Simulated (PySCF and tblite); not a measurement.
C5H13N, numbered as in [CH3:1][CH2:2][CH2:3][N:4]([CH3:5])[CH3:6]. Geometries PBE0-D3(BJ)/def2-SVP; weights from PBE0-D3(BJ)/def2-TZVP (IEF-PCM, chloroform) energies and GFN2-xTB thermal corrections, with symmetry numbers and mirror pairs. Conformers within 3 kcal/mol (GFN2-xTB free energy) were kept, 8 at most. GIAO shieldings: PBE0/pcSseg-1 (IEF-PCM, chloroform). Shifts are against TMS (¹H), TMS (¹³C), NH3 (¹⁵N) at the same level. (PySCF 2.14, tblite 0.8.)

Torsions listed: C1–C2–C3–N4, C2–C3–N4–C5. Of a mirror pair one member is shown.

| conformer | shape | point group | mirror pair | ΔE(DFT) | Δ(G−E) at 150 K | δ C3 (ppm) |
| --- | --- | --- | --- | --- | --- | --- |
| 1 | -57°, 165° | C1 | yes | 0.00 | 0.00 | 60.1 |
| 2 | -173°, 165° | C1 | yes | 0.08 | -0.07 | 62.7 |
| 3 | 180°, -67° | Cs | no | 1.09 | 0.08 | 62.4 |
| 4 | 97°, 171° | C1 | yes | 2.34 | 0.13 | 60.4 |
| 5 | -63°, 83° | C1 | yes | 2.97 | 0.17 | 59.9 |

Energies in kcal/mol; the thermal term leaves out symmetry numbers and mirror images.

Work out the weights at 150 K and the ¹³C shift of C3 under fast exchange.

RT = 0.298 kcal/mol. Each conformer gets RT ln(σ/g), with σ the rotational symmetry number and g = 2 for a mirror pair: 1: σ = 1, g = 2, G = 0.00 + 0.00 − 0.21 = -0.21, 0.00 above the lowest, exp(−ΔG/RT) = 1.000; 2: σ = 1, g = 2, G = 0.08 − 0.07 − 0.21 = -0.20, 0.01 above the lowest, exp(−ΔG/RT) = 0.969; 3: σ = 1, g = 1, G = 1.09 + 0.08 + 0.00 = 1.17, 1.38 above the lowest, exp(−ΔG/RT) = 0.010; 4: σ = 1, g = 2, G = 2.34 + 0.13 − 0.21 = 2.27, 2.48 above the lowest, exp(−ΔG/RT) = 0.000; 5: σ = 1, g = 2, G = 2.97 + 0.17 − 0.21 = 2.94, 3.14 above the lowest, exp(−ΔG/RT) = 0.000. The sum is 1.979, so the weights are 50.5, 49.0, 0.5, 0.0, 0.0 %. The averaged shift is 61.4 ppm. At 298.15 K it is 61.5 ppm. At 298.15 K the leading conformer alone gives 62.7 ppm and bare DFT energies give 61.4 ppm.

Thermal terms of a conformer that GFN2-xTB lacks, or places elsewhere, come from the nearest GFN2-xTB minimum; such a conformer stays in the set even outside the window.


¹⁵N shifts are against a computed isolated NH3 molecule, about 20 ppm from the liquid.